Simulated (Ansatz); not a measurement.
# Ca: relaxation of cell and atoms

The calculation used DFT, PBE, PAW with Ansatz's default frozen-core files, scalar-relativistic in Ansatz 0.2.0.

Command: `ansatz run input.yaml --threads 1 --pin off --max-ram 2048MiB --backend cpu --events-out ev --progress --plain --runs-dir out` The run took about 5.3 s on 1 thread of a shared machine.

```yaml
crystal:
  lattice:
    - [0.0, 2.5317736651, 2.5317736651]
    - [2.5317736651, 0.0, 2.5317736651]
    - [2.5317736651, 2.5317736651, 0.0]
  atoms:
    - { symbol: Ca, position: [0.0, 0.0, 0.0] }
kpoints:
  mp_grid: { grid: [11, 11, 11] }
scf:
  occupations: { method: fermi_dirac, width: 0.03 }
hamiltonian:
  xc: pbe
  pseudopotentials: { kind: paw }
output:
  forces: true
  stress: true
relax:
  f_tol: 0.005
  max_steps: 80
  cell: {}
```

The cell is built from the fcc type as a first guess.

The cutoff is 420 eV; energies and pressures of the walk include the program's estimate of the Pulay term.

Each frame lists the cell vectors (Å), then Cartesian positions (Å); symmetry keeps all forces zero. Free energies count from the first step, -1816.6911 eV.

The walk took 7 evaluations in all; steps that aren't listed are left out.

Step 1: E = 0.0 meV, P = 6.71 GPa

```
cell 0.0000 2.5318 2.5318 2.5318 0.0000 2.5318 2.5318 2.5318 0.0000
Ca    0.0000    0.0000    0.0000
```

Step 2:

```
cell 0.0000 2.6552 2.6552 2.6552 0.0000 2.6552 2.6552 2.6552 0.0000
Ca    0.0000    0.0000    0.0000
```

Step 3: E = -169.5 meV, P = 0.41 GPa

```
cell 0.0000 2.7406 2.7406 2.7406 0.0000 2.7406 2.7406 2.7406 0.0000
Ca    0.0000    0.0000    0.0000
```

Problem. Give the energy, pressure of step 2.

Solution. E = -137.1 meV, P = 2.50 GPa
```
Ca    0.0000    0.0000    0.0000
```

Problem. How does the relaxation end?

Solution. It converges, with a = 5.524 Å, b = 5.524 Å, c = 5.524 Å, α = 90.00°, β = 90.00°, γ = 90.00° (conventional cell, space group Fm-3m). The last solve (on a basis chosen afresh for the final cell, so its energy is not quite comparable) gives E = -171.3 meV, P = 0.00 GPa:
```
cell 0.0000 2.7621 2.7621 2.7621 0.0000 2.7621 2.7621 2.7621 0.0000
Ca    0.0000    0.0000    0.0000
```
